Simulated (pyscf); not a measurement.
PySCF, gas phase, ωB97X-D3(BJ)/def2-SVP geometries.

Question: For the elementary gas-phase step H₂P–PH₂ + GaH₃ -> H₂P–PH–GaH₂ + H₂ (singlet surface; H–P, Ga–H broken, Ga–P, H–H formed), what barrier and reaction energy does HF/def2-TZVP give, measured from the separated reactants?

Answer: ΔE‡ = 183.8 kJ/mol, ΔE = +4.8 kJ/mol. ωB97M-D3(BJ)/def2-TZVP gives 112.3 kJ/mol and -35.5 kJ/mol. Zero-point energy shifts the barrier by 0.0 kJ/mol. It is a four-centre exchange, with an imaginary mode of 1417i cm⁻¹. On the reactant side the descent ends in an adduct with a Ga–P contact (not fully relaxed), 82.9 kJ/mol under the separated species and 171.7 kJ/mol under the saddle at ωB97X-D3(BJ)/def2-TZVP. What is counted as formed (Ga–P) is already present as a longer contact in the reactant adduct; forming that adduct is a step of its own. At ωB97X-D3(BJ)/def2-TZVP the barrier from the zero used here is 88.8 kJ/mol. H₂P–PH–GaH₂ is closed by a dative Ga–P contact. H₂P–PH–GaH₂ lies 36.7 kJ/mol over its isomer H₂P–GaH–PH₂ (electronic energy, ωB97M-D3(BJ)/def2-TZVP). One saddle was located; it need not be the lowest between these sides. Elements up to Kr have no core potential and no relativistic terms here.
